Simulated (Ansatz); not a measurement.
Input for Ansatz (development build ahead of 0.2.0):

```yaml
crystal:
  periodic: [false, false, false]
  atoms:
    - { symbol: Si, position_ang: [0.00065, -0.00147, 0.04997] }
    - { symbol: H, position_ang: [0.86083, 0.85412, 0.91125] }
    - { symbol: H, position_ang: [0.87413, -0.87723, -0.90785] }
    - { symbol: H, position_ang: [-0.89228, 0.83174, -0.88771] }
    - { symbol: H, position_ang: [-0.85795, -0.89456, 0.8995] }
basis:
  gaussian: { orbitals: cc-pVTZ }
hamiltonian:
  xc: hf
```

The input is written out in the form of the current development build from the run's settings.

The run gave:

```json
{"Converged": "yes", "Total energy": "-291.25617 hartree", "Spin squared of the determinant": "0.000"}
```
